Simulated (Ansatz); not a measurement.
# Abstraction of H: C3H9N + CN → C3H8N + HCN

Species: C3H9N (trimethylamine) `CN(C)C`, singlet; CN, doublet; C3H8N `[CH2]N(C)C`, doublet; HCN (hydrogen cyanide) `C#N`, singlet. A radical takes H: the energy is the difference in strength between two C–H bonds in different surroundings.

Shapes, held fixed at every level: PBE0-D4/def2-TZVP. Flexible molecules stand in one conformer, not always the lowest. Programs: Ansatz 0.2.0. The zero-point and thermal change to 298 K, harmonic and unscaled (PBE0-D4/def2-TZVP), is -4.1 kJ/mol.

```
              level                    kind  ΔH(298 K) (kJ/mol)
        HF/def2-SVP            Hartree–Fock              -133.1
      HF/def2-TZVPP            Hartree–Fock              -137.1
   SPW92/def2-TZVPP                     LDA              -163.0
  PBE-D4/def2-TZVPP                     GGA              -151.1
BHLYP-D4/def2-TZVPP           global hybrid              -172.6
 PBE0-D4/def2-TZVPP           global hybrid              -160.8
 wB97M-V/def2-TZVPP  range-separated hybrid              -168.5
  B2PLYP/def2-TZVPP           double hybrid              -157.1
```

B2PLYP/def2-TZVPP gives ΔH(298 K) = -157.1 kJ/mol; the levels span -172.6 to -133.1. The median of the levels is -158.9. No measured value is set beside it here. Spin contamination: CN (⟨S²⟩ up to 1.11). Open shells run unrestricted unless RO is named.
